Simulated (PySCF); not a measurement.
# F2: the cost of one run

Computed with PySCF 2.14.0, with density-fitted response routines of our own, on a single molecule in the gas phase. Atoms are numbered from 0 throughout.

### Step 1. The molecule as given

2 atoms, charge 0, multiplicity 1; geometry from: MMFF94s. The atoms were then displaced at random by about 0.03 Å, so the start is not that level's minimum.

Bonds of the start (Å): .

### Step 2. Relaxing the molecule at PBE0-D3(BJ)/def2-SVP

What the job is given:

```
{"job": {"xc": "PBE0", "basis": "def2-SVP", "d3": "d3bj", "grid": 1, "shake": 0.03, "kind": "geom"}, "charge": 0, "multiplicity": 1}
F      0.801230    -0.076670     0.012540
F     -0.757030    -0.013580    -0.006470
```

The run is started by

```sh
> OMP_NUM_THREADS=1 python probes_run.py task.json out
```

This one command runs all jobs of the session in turn.

**Question.** How long does this first job take on 1 thread of Arm Neoverse V2, shared host?

About 1.2 s.
